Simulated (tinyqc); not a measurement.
Worked calculation: RKS/LDA (PW92) in the sto-6g basis, for H2O, spin multiplicity 1. One step of it, computed by the program tinyqc.

Problem. Orthogonalisation. S = U s U^T; canonical form X = U s^(-1/2), so that X^T S X = 1. Each column of U has its largest component positive (the first on a tie).

overlap S, order 1O 1s, 1O 2s, 1O 2px, 1O 2py, 1O 2pz, 2H 1s, 3H 1s:
$$\begin{pmatrix}
1.000000 & 0.231145 & 0.000000 & 0.000000 & 0.000000 & 0.059939 & 0.059939 \\
0.231145 & 1.000000 & 0.000000 & 0.000000 & 0.000000 & 0.499423 & 0.499423 \\
0.000000 & 0.000000 & 1.000000 & 0.000000 & 0.000000 & 0.000000 & 0.000000 \\
0.000000 & 0.000000 & 0.000000 & 1.000000 & 0.000000 & 0.337278 & -0.337278 \\
0.000000 & 0.000000 & 0.000000 & 0.000000 & 1.000000 & 0.222954 & 0.222954 \\
0.059939 & 0.499423 & 0.000000 & 0.337278 & 0.222954 & 1.000000 & 0.242434 \\
0.059939 & 0.499423 & 0.000000 & -0.337278 & 0.222954 & 0.242434 & 1.000000
\end{pmatrix}$$

Give: eigenvalues of S; X.

Solution.

eigenvalues of S: [0.321, 0.387, 0.895, 1.000, 1.079, 1.371, 1.948]

X, order 1O 1s, 1O 2s, 1O 2px, 1O 2py, 1O 2pz, 2H 1s, 3H 1s:
$$\begin{pmatrix}
-0.286 & 0.000 & 0.771 & 0.000 & -0.607 & 0.000 & 0.152 \\
1.246 & 0.000 & -0.272 & 0.000 & -0.268 & 0.000 & 0.429 \\
0.000 & 0.000 & 0.000 & 1.000 & 0.000 & 0.000 & 0.000 \\
0.000 & 0.987 & 0.000 & 0.000 & 0.000 & 0.674 & 0.000 \\
0.513 & 0.000 & 0.636 & 0.000 & 0.677 & 0.000 & 0.175 \\
-0.781 & -0.898 & -0.150 & 0.000 & 0.119 & 0.371 & 0.372 \\
-0.781 & 0.898 & -0.150 & 0.000 & 0.119 & -0.371 & 0.372
\end{pmatrix}$$
